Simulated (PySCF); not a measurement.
Predicted microwave data (PBE0-D3(BJ)/def2-SVP geometry optimisation, gas phase (PySCF)) for one isomer of C5H3N:

* Rotational constants: A = 46731, B = 1464, C = 1419 MHz
* Dipole components: |μa| = 3.97 D, |μb| = 0.56 D, |μc| = 0.00 D
* Inertial defect: 0.00 u·Å²
* κ: -1.00

Problem. Which structure is it? (One computed conformer of each.)
A. `C=C=C=CC#N`
B. `C=CC#CC#N`
C. `C#C/C=C/C#N`
D. `C#CC(=C)C#N`
E. `[H]/N=C\C#CC#C`

Solution. C. It is C#C/C=C/C#N, a near-prolate asymmetric top, point group Cs. The candidates at the same level (rigid rotor, commonest isotopes):

| SMILES | A (MHz) | B (MHz) | C (MHz) | μa (D) | μb (D) | μc (D) | Δ (u·Å²) | point group | rotor |
| --- | --- | --- | --- | --- | --- | --- | --- | --- | --- |
| C#C/C=C/C#N | 46731 | 1464 | 1419 | 3.97 | 0.56 | 0.00 | 0.00 | Cs | near-prolate asymmetric top |
| C#CC(=C)C#N | 6326 | 2879 | 1979 | 2.98 | 2.34 | 0.00 | 0.00 | Cs | asymmetric top |
| C=CC#CC#N | 40128 | 1369 | 1324 | 5.00 | 0.26 | 0.00 | 0.00 | Cs | near-prolate asymmetric top |
| C=C=C=CC#N | 19246 | 1546 | 1431 | 4.20 | 1.60 | 0.00 | 0.00 | Cs | near-prolate asymmetric top |
| [H]/N=C\C#CC#C | 44039 | 1356 | 1316 | 2.36 | 0.09 | 0.00 | 0.00 | Cs | near-prolate asymmetric top |

`C=CC#CC#N` has A 14 % too low; `C=C=C=CC#N` has A 59 % too low; `C#CC(=C)C#N` has B 97 % too high; `[H]/N=C\C#CC#C` has B 7 % too low. In the right answer the mirror of this Cs structure is the ab plane, so μc vanishes by symmetry. No structure here is proved a minimum.
